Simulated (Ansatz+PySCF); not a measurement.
**singlet BH: levels of theory in one basis**

```xyz
2

B     0.0000    0.0000   -0.1920
H     0.0000    0.0000    0.9601
```

Basis set: def2-SVP (spherical functions). Frozen core: 1 orbital. Charge 0, multiplicity 1.

Computed with Ansatz (development build ahead of 0.2.0); each method stands on the lowest determinant of its kind that the runs found. NEVPT2 correlates all electrons. Active spaces start from the frontier orbitals, and the lowest solution found is given.

```tsv
method	E − E(RHF) (eV)	<S²> of the determinant
RHF	0.00	0.00
UHF	-0.20	0.50
UHF-MP2	-1.51	0.50
RHF-CCSD	-2.32	–
UHF-CCSD	-2.32	0.50
RHF-CCSD(T)	-2.36	–
UHF-CCSD(T)	-2.36	0.50
full CI (lowest root of this spin)	-2.37	–
CASSCF(4,5)	-1.38	–
SC-NEVPT2(4,5)	-2.06	–
```

**Question.** What does RHF-MP2 give on the same scale?

**Answer.** -1.61 eV.

**Question.** Is a single determinant a sound starting point here?

**Answer.** Only with care. Unrestricted orbitals gain 0.20 eV and <S²> is 0.50 against 0.00 for a pure state, so spin symmetry breaks but gains little energy; restricted orbitals can still serve. The CASSCF(4,5) natural occupations are 1.99, 1.85, 0.07, 0.07, 0.01.

Caution for UHF, UHF-MP2, UHF-CCSD, UHF-CCSD(T): the unrestricted determinant is spin contaminated; the determinant breaks the point group. Caution for UHF-MP2: another reference gives a lower total.
